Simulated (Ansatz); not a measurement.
Geometry optimisation, Ansatz 0.2.0, RKS PBE0/def2-SVP.

Input file:

```yaml
crystal:
  periodic: [false, false, false]
  atoms:
    - { symbol: B, position_ang: [0.2622, 0.35272, -1.40981] }
    - { symbol: C, position_ang: [0.45264, -0.43592, -0.03076] }
    - { symbol: Si, position_ang: [-0.69064, 0.02916, 1.36444] }
    - { symbol: H, position_ang: [0.37173, -0.22878, -2.41107] }
    - { symbol: H, position_ang: [0.05937, 1.49935, -1.39142] }
    - { symbol: H, position_ang: [1.48593, -0.16984, 0.24154] }
    - { symbol: H, position_ang: [0.44704, -1.52058, -0.1911] }
    - { symbol: H, position_ang: [-0.44271, 1.15627, 2.25698] }
    - { symbol: H, position_ang: [-1.94556, -0.68239, 1.57121] }
total_charge: 1
basis:
  gaussian: { orbitals: def2-SVP }
hamiltonian:
  xc: pbe0
relax:
  f_tol: 0.02
  max_steps: 50
```

Run as:

```bash
$ ansatz run input.yaml --threads 1 --pin off --max-ram 2048MiB --backend cpu --events-out ev --progress --plain --runs-dir out
```

Q: Where does it end, and by what steps?

A: The run converged. Limits of this set-up: the dipole of an ion depends on the origin. After 17 steps the energy has fallen by 0.529 eV; H5 moved furthest, 1.23 Å. Joined: B1–Si3.

| step | energy less start (eV) | largest force component (eV/Å) | accepted |
| --- | --- | --- | --- |
| 0 | 0.0000 | 1.250 | yes |
| 1 | -0.1087 | 0.470 | yes |
| 2 | -0.1358 | 0.228 | yes |
| 3 | -0.1472 | 0.364 | yes |
| 4 | -0.1605 | 0.254 | yes |
| 5 | -0.1697 | 0.173 | yes |
| 6 | -0.1959 | 0.125 | yes |
| 7 | -0.2449 | 0.266 | yes |
| 8 | -0.3288 | 0.406 | yes |
| 9 | -0.4249 | 0.500 | yes |
| 10 | -0.4958 | 0.564 | yes |
| 11 | -0.5227 | 0.218 | yes |
| 12 | -0.5231 | 0.270 | yes |
| 13 | -0.5272 | 0.057 | yes |
| 14 | -0.5275 | 0.030 | yes |
| 15 | -0.5285 | 0.101 | yes |
| 16 | -0.5292 | 0.041 | yes |
| 17 | -0.5295 | 0.018 | yes |

```xyz
9
Properties=species:S:1:pos:R:3
B 0.167 0.204 -1.080
C 0.697 -0.702 0.050
Si -0.583 0.229 0.983
H 0.353 0.402 -2.245
H -0.784 1.003 -0.642
H 1.758 -0.518 0.297
H 0.560 -1.782 -0.133
H -0.209 1.466 1.699
H -1.959 -0.303 1.070
```

Whether the end is a true minimum wasn't checked by a vibrational analysis.

Time of the run: 99 s on 1 CPU thread of a shared host.
